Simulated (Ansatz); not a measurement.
# AlSi (quartet): RPA-PBE over vertical spin and charge gaps, cc-pVDZ

Aim: run AlSi (quartet) with these functionals over vertical spin and charge gaps, and hold them against the top wave-function level at the same points.

Computed with Ansatz 0.2.0, Gaussian basis. Level: cc-pVDZ, all electrons in the functionals, frozen cores in the correlation of double hybrids and RPA.

The runs, in order: RPA-PBE, at charge 0, quartet; charge 0, doublet; charge 0, sextet; charge 1, triplet; charge 1, quintet.

16 further runs of the same task are left out: 7 that didn't finish, 9 set aside as unsound or not needed. Runs told in other sessions of the task aren't counted.

## Step 1: What is computed

The geometry is a PBE0/def2-TZVP stationary point (not a proven minimum).

2 atoms, charge 0, spin multiplicity 4.

Atoms are counted from 1 here; the program's logs count them from 0.

Bond lengths: Si1–Al2 2.416 Å.

No dispersion term is added.

The geometry shown and the zero of energy belong to the point charge 0, quartet. The yardstick, FCI, and other wave-function levels (R restricted, U unrestricted, valence and pair active spaces) come from earlier runs.

## Step 2: RPA-PBE, charge 0, quartet

The input, in.yaml:

```yaml
crystal:
  periodic: [false, false, false]
  atoms:
    - {symbol: Si, position_ang: [0.000000, 0.000000, 0.000000]}
    - {symbol: Al, position_ang: [0.000000, 0.000000, 2.416200]}
basis:
  gaussian: {orbitals: cc-pVDZ}
magnetization: {spin_polarized: true, initial_magnetization: 3}
hamiltonian: {xc: {name: PBE}}
correlation: {method: rpa, electrons: outside_noble_gas}
```

Launch:

```
> ansatz run in.yaml --threads 1 --pin off --events-out ev --progress --plain --max-ram 2393MiB
```

The runs that follow: RPA-PBE, charge 0, doublet; RPA-PBE, charge 0, sextet; RPA-PBE, charge 1, triplet; RPA-PBE, charge 1, quintet.

Q: Predict the results of all the runs planned. Wanted: quartet to doublet, FCI; quartet to sextet, FCI; ionisation to the triplet cation, FCI; ionisation to the quintet cation, FCI; largest miss, RPA-PBE.

As calculated:

| quantity | value |
| --- | --- |
| quartet to doublet, FCI | 18.5 kcal/mol |
| quartet to sextet, FCI | 83.7 kcal/mol |
| ionisation to the triplet cation, FCI | 174.6 kcal/mol |
| ionisation to the quintet cation, FCI | 214.8 kcal/mol |
| largest miss, RPA-PBE | +4.7 kcal/mol (ionisation to the quintet cation) |

What this shows: RPA-PBE strays by up to 4.7 kcal/mol, at ionisation to the quintet cation. RPA-PBE clearly breaks the spin symmetry at some points (⟨S²⟩ up to 1.02 above the pure value), so energy there is bought with a mixed spin. Functionals and the yardstick converge differently with the basis, so part of each miss in cc-pVDZ is the basis.
